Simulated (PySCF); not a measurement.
Si(F)4 anion (F4Si), SMILES F[Si](F)(F)F (connectivity only; charge and spin as stated), charge -1, multiplicity 2.

Coordinates come from a PBE0-D3(BJ)/def2-SVPD optimisation. The multiplicity is an assumed one; other spin states were not compared. The isomer is the one that the SMILES or the coordinates give; other isomers of the formula were not compared.

Computed with SMD-B3LYP/def2-SVPD (PySCF).

Solvation free energies are E(SMD) − E(gas) at the gas-phase geometry, for 1 M in both phases.

**Question.** Rank water, diethylether, benzene by solvation free energy, most negative first.

**Answer.** water (-52.3 kcal/mol), diethylether (-42.7 kcal/mol), benzene (-31.0 kcal/mol)
